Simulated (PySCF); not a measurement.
**Bonding in n-pentane**

n-pentane, C₅H₁₂.
Numbering: `[CH3:1][CH2:2][CH2:3][CH2:4][CH3:5]` (hydrogens: H6, H7, H8 on C1; H9, H10 on C2; H11, H12 on C3; H13, H14 on C4; H15, H16, H17 on C5)

Geometry (GFN2-xTB, Å), atoms numbered from 1 in this order:
```xyz
17
C5H12 angstrom
C     -2.528   -0.286    0.303
C     -1.231    0.432    0.652
C     -0.016   -0.248    0.026
C      1.285    0.472    0.375
C      2.498   -0.204   -0.251
H     -3.379    0.215    0.759
H     -2.677   -0.303   -0.774
H     -2.503   -1.313    0.660
H     -1.282    1.467    0.304
H     -1.110    0.455    1.738
H      0.039   -1.282    0.375
H     -0.135   -0.271   -1.060
H      1.226    1.507    0.029
H      1.401    0.494    1.462
H      2.411   -0.216   -1.335
H      3.410    0.325    0.015
H      2.583   -1.232    0.096
```

Bond orders from the PBE0/pcSseg-1 density (PySCF). Geometry: GFN2-xTB, one conformer, isolated molecule.

**Question.** How far do the computed orders between heavy atoms stray from the drawn ones?

**Answer.** The largest departure is 0.065, at C1–C2 (drawn single, 1.065) and C4–C5 (drawn single, 1.065).

**Question.** Set the Mayer orders of the bonds beside their lengths.

**Answer.** 
```tsv
bond	drawn as	length (Å)	Mayer order
C1–C2	single	1.523	1.065
C2–C3	single	1.527	1.034
C3–C4	single	1.527	1.034
C4–C5	single	1.524	1.065
C1–H6	single	1.087	0.968
C1–H7	single	1.088	0.967
C1–H8	single	1.088	0.967
C2–H9	single	1.093	0.952
C2–H10	single	1.093	0.952
C3–H11	single	1.093	0.950
C3–H12	single	1.093	0.950
C4–H13	single	1.093	0.952
C4–H14	single	1.093	0.952
C5–H15	single	1.088	0.967
C5–H16	single	1.088	0.968
C5–H17	single	1.088	0.967
```

By pair of heavy elements: C–C: lowest C2–C3 and C3–C4 (1.034, 1.527 Å), highest C1–C2 and C4–C5 (1.065, 1.523 Å). Bonds named together lie within 0.004.

**Question.** Sum the orders of all bonds at each heavy atom with more than one neighbour and set the sums beside the valence in the SMILES.

**Answer.** C1 3.967 (drawn 4), C2 4.003 (drawn 4), C3 3.968 (drawn 4), C4 4.003 (drawn 4), C5 3.967 (drawn 4). Orders between atoms that aren't bonded are not in these sums.

For a closed shell the Mayer order of atoms A and B is Σ (PS)μν (PS)νμ over the basis functions μ on A and ν on B, with P the density and S the overlap matrix.
